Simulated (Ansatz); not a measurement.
A made-up structure of CH3OSi (charge +1), singlet:

```
6
angstrom
O 1.0099 -1.8851 0.9835
C 0.5321 -0.9987 0.5186
Si -0.3159 0.5898 -0.3076
H -1.4552 -0.0816 -0.9570
H 0.8080 1.0171 -1.1591
H 1.6690 -2.2013 1.6211
```

It is relaxed with PBE-D4/def2-SVP and then PBE0-D4/def2-TZVP (Ansatz 0.2.0). Atoms count as bonded within 1.22 times the sum of their covalent radii (H–H: 0.88 Å). The end point is not checked to be a true minimum.

Task: Does its bonding change? (A judgement: the text doesn't fix the answer.)

Result: Computed: No: no bond forms or breaks.

Where it ends: The first stage lowers the energy by 1.66 eV in 21 steps. It ends as CH₃OSi ([OH][C][SiH2]), total charge +1:
O1  (1.202, -1.995, 0.833)
C2  (0.626, -1.004, 0.390)
Si3  (-0.116, 0.127, -0.670)
H4  (-1.584, 0.056, -0.647)
H5  (0.765, 1.252, -1.013)
H6  (1.355, -1.996, 1.807)
(Å)

Labels in which every atom is bracketed show which atoms are joined, not bond orders.

For scale, one of the runs: PBE0-D4/def2-TZVP relaxation, 117 basis functions, launched by `ansatz run in.yaml --threads 2 --pin off --events-out ev --progress --plain --max-ram 4352MiB`. The run took about 16 s on 2 CPU threads of an Arm Neoverse V1 (shared host).
